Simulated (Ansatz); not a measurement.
**Worked example: the barrier**

An elementary step of CH$_{4}$OSi, closed shell (CH₄OSi ([CH3][Si][OH]) → CH₄OSi ([CH3][SiH][O]); bonds formed: H1–Si3; bonds broken: H1–O2). “Start” is the structure reached by relaxing down from the saddle towards the reactants; PBE0-D4/def2-TZVP structures. The saddle:

H1  (-0.199, -2.299, -0.754)
O2  (-1.283, -1.616, -0.005)
Si3  (0.056, -0.849, -0.330)
C4  (0.321, 0.926, 0.194)
H5  (1.217, 1.022, 0.814)
H6  (-0.559, 1.245, 0.763)
H7  (0.446, 1.570, -0.682)
(Å)

Program: Ansatz 0.2.0. Basis: def2-TZVPP and def2-QZVPP. Cores are frozen in the correlated methods.

Energies in eV:

| quantity | saddle | start |
| --- | --- | --- |
| Hartree–Fock, triple zeta (X = 3) | -10991.59308 | -10995.05760 |
| Hartree–Fock, quadruple zeta (X = 4) | -10992.01773 | -10995.45980 |
| MP2 correlation, X = 3 | -15.36288 | -14.25730 |
| MP2 correlation, X = 4 | -16.43911 | -15.32075 |
| CCSD(T) correlation, X = 3 | -16.53580 | -15.61403 |

**Question.** Work out the barrier at the basis limit: extrapolate Hartree–Fock as E(X) = E∞ + A exp(−7.88 √X) and the MP2 correlation as E(X) = E∞ + B X^−2.97 (the exponents that Neese and Valeev fitted for def2-TZVPP and QZVPP), then add CCSD(T) − MP2 in triple zeta.

**Answer.** Each step is linear, so take the differences first (saddle − start): Hartree–Fock 3.46452 (X = 3) and 3.44207 (X = 4); MP2 correlation -1.10558 and -1.11836; CCSD(T) correlation -0.92177.
Two points give E∞ = E(4) + w [E(4) − E(3)], with w = 1/(exp(7.88 (2 − √3)) − 1) = 0.1377 for Hartree–Fock and w = 1/((4/3)^2.97 − 1) = 0.7407 for the correlation.
Hartree–Fock: 3.44207 + 0.1377 × (-0.02245) = 3.4390 eV.
MP2 correlation: -1.11836 + 0.7407 × (-0.01278) = -1.1278 eV.
CCSD(T) − MP2: -0.92177 − (-1.10558) = 0.1838 eV.
Sum: 3.4390 + (-1.1278) + 0.1838 = 2.4950 eV, or 57.54 kcal/mol. Plain CCSD(T) in triple zeta gives 2.5427 eV, so the larger basis shifts the result by -0.0477 eV.

The T1 diagnostic stays at or below 0.026. The T1 diagnostic is large here, which may signal multireference character or strong orbital relaxation, so CCSD(T) is less sure. The restricted Hartree–Fock reference is unstable towards an unrestricted one at one or more of these structures.

Labels in which every atom is bracketed show which atoms are joined, not bond orders.

For scale, one of the runs: CCSD(T)/def2-TZVPP, 160 basis functions, launched by `ansatz run in.yaml --threads 2 --pin off --events-out ev --progress --plain --max-ram 4352MiB`. Hardware: 2 CPU threads of an Arm Neoverse V1, shared host. Wall time 21 s; peak host memory 1.1 GiB.
